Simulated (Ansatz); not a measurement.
# One shape, several levels: triplet HNO2

Wanted: a comparison of 6 runs (U-revPBE/STO-3G, U-wB97X/STO-3G, UB3LYP/STO-3G, UCAM-B3LYP/STO-3G, USVWN5/STO-3G, UCCSDTQ/STO-3G) of triplet HNO2. 

The calculation is run with Ansatz 0.2.0.

61 further runs of the same task are left out: 1 that didn't finish, 60 set aside as unsound or not needed.

## 1. The structure to begin with

HNO2: 4 atoms, total charge 0, spin state triplet. SMILES of the parent species: `O=NO`. Geometry: relaxed at PBE0-D4/def2-TZVP. That shape belongs to the parent species and isn't relaxed for this state.

Bond lengths: O1–N2 1.162 Å, N2–O3 1.397 Å, O3–H4 0.967 Å. Angles: O1–N2–O3 111.2°, N2–O3–H4 102.9°.

## 2. The energy at U-revPBE/STO-3G (run 1)

Input file run.yaml:

```yaml
crystal:
  periodic: [false, false, false]
  atoms:
    - {symbol: O, position_ang: [0.413650, 0.047230, 1.437260]}
    - {symbol: "N", position_ang: [0.320150, -0.419400, 0.377370]}
    - {symbol: O, position_ang: [-0.362650, 0.434660, -0.492650]}
    - {symbol: H, position_ang: [-0.371140, -0.062490, -1.321980]}
basis:
  gaussian:
    orbitals: STO-3G
magnetization:
  spin_polarized: true
  initial_magnetization: 2
hamiltonian:
  xc: {name: revPBE}
accuracy: high
```

Run with:

```
$ ansatz run run.yaml --threads 1 --pin off --max-ram 3480MiB --events-out events.jsonl --progress --plain --runs-dir runs
```

The log of the run:

```text
Warning: RAYON_NUM_THREADS=1 ignored (pool sized by the plan → 1); use --threads N
Functional definition: revPBE
  name "revPBE"
  parameter kappa = 1.245
  parameter beta = 0.06672455060314922
  exchange = pbe_x(kappa = kappa, mu = beta*pi^2/3)
  correlation = pbe_c(beta = beta)
275 factors; integrals over basis functions are off by at most 2.3e-8 eV
mean field evaluation 1: about -5517.2863 eV, gradient 5.6e0 eV
mean field evaluation 2: about -5517.5369 eV, gradient 2.4e0 eV
mean field evaluation 4: about -5517.5758 eV, gradient 9.6e-2 eV
mean field evaluation 8: about -5517.5430 eV, gradient 3.2e-2 eV
mean field evaluation 16: about -5517.5430 eV, gradient 4.4e-7 eV
mean field -5517.54301985 eV, -202.7659660545 hartree, gradient 6.3e-8 eV, S^2 2.001238; 0 other end points of the search recorded, 0 dependent functions left out
reference -5517.54302135 eV, -202.7659661095 hartree; 13, 11 occupied and 3, 5 virtual orbitals, 275 factors
Total energy: -5517.54302135 eV, -202.7659661095 hartree
```

It took 0.65 s on 1 thread of Intel Xeon 6975P-C (Granite Rapids), shared host; peak memory 0.12 GiB.

## 3. The energy at U-wB97X/STO-3G (run 2)

Input file input.yaml:

```yaml
crystal:
  periodic: [false, false, false]
  atoms:
    - symbol: O
      position_ang: [0.413650, 0.047230, 1.437260]
    - symbol: "N"
      position_ang: [0.320150, -0.419400, 0.377370]
    - symbol: O
      position_ang: [-0.362650, 0.434660, -0.492650]
    - symbol: H
      position_ang: [-0.371140, -0.062490, -1.321980]
basis:
  gaussian:
    orbitals: STO-3G
total_charge: 0
magnetization:
  spin_polarized: true
  initial_magnetization: 2
hamiltonian:
  xc: {name: wB97X}
accuracy: high
```

Run with:

```
$ ansatz run input.yaml --threads 1 --pin off --max-ram 3480MiB --events-out events.jsonl --progress --plain --runs-dir runs
```

The log of the run, cut to the lines that bear on the results:

```text
Warning: RAYON_NUM_THREADS=1 ignored (pool sized by the plan → 1); use --threads N
Functional definition: wB97X
  name "wB97X"
[...]
      + exact_x_lr(omega)
[...]
      + integral(e_c_pw_opposite_spin*poly(b97_u_opposite, 1, cos1, cos2, cos3, cos4))
275 factors; integrals over basis functions are off by at most 2.3e-8 eV
123 factors; integrals over basis functions are off by at most 5.5e-10 eV
[...]
mean field -5517.88735208 eV, -202.7786200306 hartree, gradient 6.4e-8 eV, S^2 2.004458; 0 other end points of the search recorded, 0 dependent functions left out
reference -5517.88735115 eV, -202.7786199962 hartree; 13, 11 occupied and 3, 5 virtual orbitals, 275 factors
Total energy: -5517.88735115 eV, -202.7786199962 hartree
```

Wall time 3.6 s (1 thread of Intel Xeon 6975P-C (Granite Rapids), shared host); peak memory 0.33 GiB.

## 4. A single-point energy at UB3LYP/STO-3G (run 3)

Input file in.yaml:

```yaml
crystal:
  periodic: [false, false, false]
  atoms:
    - symbol: O
      position_ang: [0.413650, 0.047230, 1.437260]
    - symbol: "N"
      position_ang: [0.320150, -0.419400, 0.377370]
    - symbol: O
      position_ang: [-0.362650, 0.434660, -0.492650]
    - symbol: H
      position_ang: [-0.371140, -0.062490, -1.321980]
basis:
  gaussian: {orbitals: STO-3G}
magnetization: {spin_polarized: true, initial_magnetization: 2}
hamiltonian: {xc: {name: B3LYP}}
accuracy: high
```

Run with:

```
$ ansatz run in.yaml --threads 1 --pin off --max-ram 3480MiB --events-out events.jsonl --progress --plain --runs-dir runs
```

The log of the run:

```text
Warning: RAYON_NUM_THREADS=1 ignored (pool sized by the plan → 1); use --threads N
Functional definition: B3LYP
  name "B3LYP"
  parameter a0 = 0.2
  parameter ax = 0.72
  parameter ac = 0.81
  exchange = (1 - a0 - ax)*slater_x + ax*b88_x + a0*exact_x
  correlation = (1 - ac)*vwn_rpa_c + ac*lyp_c
275 factors; integrals over basis functions are off by at most 2.3e-8 eV
mean field evaluation 1: about -5517.7288 eV, gradient 6.8e0 eV
mean field evaluation 2: about -5517.8065 eV, gradient 7.2e0 eV
mean field evaluation 4: about -5518.0812 eV, gradient 5.8e-1 eV
mean field evaluation 8: about -5518.0990 eV, gradient 4.9e-3 eV
mean field evaluation 16: about -5518.0990 eV, gradient 9.8e-7 eV
mean field -5518.09895372 eV, -202.7863962473 hartree, gradient 6.3e-8 eV, S^2 2.003575; 0 other end points of the search recorded, 0 dependent functions left out
reference -5518.09897329 eV, -202.7863969666 hartree; 13, 11 occupied and 3, 5 virtual orbitals, 275 factors
Total energy: -5518.09897329 eV, -202.7863969666 hartree
```

It took 0.76 s on 1 thread of Intel Xeon 6975P-C (Granite Rapids), shared host; peak memory 0.12 GiB.

Runs 4 to 5 aren't shown in full; the table further down has their settings and results.

## 5. The energy at UCCSDTQ/STO-3G (run 6)

Input file in.yaml:

```yaml
crystal:
  periodic: [false, false, false]
  atoms:
    - {symbol: O, position_ang: [0.413650, 0.047230, 1.437260]}
    - {symbol: "N", position_ang: [0.320150, -0.419400, 0.377370]}
    - {symbol: O, position_ang: [-0.362650, 0.434660, -0.492650]}
    - {symbol: H, position_ang: [-0.371140, -0.062490, -1.321980]}
basis:
  gaussian: {orbitals: STO-3G}
magnetization: {spin_polarized: true, initial_magnetization: 2}
correlation: {method: ccsdtq, frozen_orbitals: {H: 0, "N": 1, O: 1}}
accuracy: high
scf: {omitted_lower_state_checks: [cluster_reference, increment]}
```

Run with:

```
$ ansatz run in.yaml --threads 1 --pin off --max-ram 3480MiB --events-out events.jsonl --progress --plain --runs-dir runs
```

The log of the run:

```text
Warning: RAYON_NUM_THREADS=1 ignored (pool sized by the plan → 1); use --threads N
[... 12 lines left out ...]
3 core orbitals not correlated: weight in the atoms' cores, before any rotation towards them, 1.000 or more for the frozen orbitals, at most 0.000 for the correlated occupied ones
[... 31 lines left out ...]
Total energy: -5496.98038132 eV, -202.0103030262 hartree
Checks for a lower state left out: cluster_reference, increment
```

Run time: 60 s. Hardware: 1 thread of Intel Xeon 6975P-C (Granite Rapids), shared host; peak memory 0.59 GiB.

## 6. Overview of the runs

```tsv
run	level	frozen core orbitals	energy (Eh)	⟨S²⟩	wall time
1	U-revPBE/STO-3G	–	-202.765966	2.001	0.65 s
2	U-wB97X/STO-3G	–	-202.778620	2.004	3.6 s
3	UB3LYP/STO-3G	–	-202.786397	2.004	0.76 s
4	UCAM-B3LYP/STO-3G	–	-202.707019	2.005	0.87 s
5	USVWN5/STO-3G	–	-201.267147	2.001	0.42 s
6	UCCSDTQ/STO-3G	3	-202.010303	2.021	60 s
```

## 7. Summary of results

| quantity | value |
| --- | --- |
| run 6: total energy | -202.01030 Eh |
| run 6: correlation energy (3 core orbitals frozen) | -140.8 mEh |
| run 6: ⟨S²⟩ of the reference determinant | 2.021 |
| run 6: T1 diagnostic | 0.033 |

Totals of different functionals can't be ranked against each other. In runs 1, 2, 3, 4, 5, 6 the basis is minimal, so the values are rough. All runs together took 67 s, the longest 60 s.
